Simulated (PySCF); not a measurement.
Structure problem from calculated spectra and properties.

Formula: C5H10S.

| Property | Result |
| --- | --- |
| Rotational structure | rotational constants A, B, C: 5.073, 1.950, 1.518 GHz [PBE0-D3(BJ)/def2-SVP] |
| Valence photoelectron | vertical ionisation energy: 8.71 eV [ΔSCF B3LYP/def2-SVPD] |
| 1H NMR | chemical shifts (computed TMS as zero) by class: 2.22 (1 H), 2.09 (1 H), 1.84 (1 H), 1.14 (3 H), 1.07 (3 H), 0.55 (1 H) ppm [GIAO HF/pcSseg-2] |
| Dipole | 2.06 D [B3LYP/def2-SVPD] |
| Triplet | lowest triplet excitation (Tamm–Dancoff): 4.41 eV [TDA B3LYP/def2-SVPD] |
| Polarisability | 81.2 au [B3LYP/def2-SVPD] |
| UV, first state | lowest singlet excitation: 4.81 eV (258 nm, f = 0.000) [TDDFT B3LYP/def2-SVPD] |
| 13C NMR | chemical shifts (computed TMS as zero) by class: 38.9 (1 C), 36.7 (1 C), 23.7 (1 C), 23.5 (1 C), 22.9 (1 C) ppm [GIAO HF/pcSseg-2] |
| UV, strongest line | among the 10 lowest singlet transitions: S7 at 7.40 eV (168 nm, f = 0.038) [TDDFT B3LYP/def2-SVPD] |

The electronic properties come from PySCF, for the isolated species, density fitting. Levels stand in brackets. Isolated species at its PBE0-D3(BJ)/def2-SVP geometry (one conformer only). NMR classes are plain means over equivalent atoms (diastereotopic ones count apart unless rotation or inversion swaps them), as if these changed places fast.

Q: What is the compound? Reason from the data.

A: Numbering: `[CH3:1][CH:2]([CH3:3])[C@H:4]1[CH2:5][S:6]1`. Its formula, C5H10S, gives 1 degree of unsaturation: 1 ring and 0 π bonds in the structure found. 5 carbons fall into 5 classes; from least to most shielded: ring sp3 carbon bound to sulfur [C4] (38.9 ppm), sp3 CH carbon [C2] (36.7 ppm), methyl carbon [C3] (23.7 ppm), ring sp3 carbon bound to sulfur [C5] (23.5 ppm), methyl carbon [C1] (22.9 ppm). Hydrogen classes from least to most shielded: 1 H on an sp3 carbon bound to sulfur, C5 (2.22 ppm), 1 H on an sp3 carbon bound to sulfur, C4 (2.09 ppm), 1 H on an sp3 carbon bound to sulfur, C5 (1.84 ppm), 3 H on a methyl carbon, C3 (1.14 ppm, a mean of values up to 0.6 ppm apart in this geometry), 3 H on a methyl carbon, C1 (1.07 ppm), 1 H on an sp3 CH carbon, C2 (0.55 ppm). The first electron is taken from the HOMO, whose largest Löwdin shares are 0.75 on the sulfide sulfur, 0.09 on an sp3 carbon bound to sulfur and 0.08 on an sp3 carbon bound to sulfur. The optimised geometry has point group C1 and is an asymmetric top. Structure: `CC(C)[C@H]1CS1`. Computed isomers that give other values at the same levels: `C[C@@H]1CCCS1` (rotational constant A: 4.212 GHz; this holds for the one conformer computed); `CC(C)(C)C=S` (rotational constant A: 4.452 GHz; this holds for the one conformer computed); `CSC=C(C)C` (rotational constant A: 6.269 GHz; this holds for the one conformer computed). The assignments are read from this structure; whether some other isomer fits the data as well wasn't checked. The mirror image fits equally.

The values belong to the conformer `[CH3:1][CH:2]([CH3:3])[C@H:4]1[CH2:5][S:6]1`: C1–C2–C4–C5 83°.
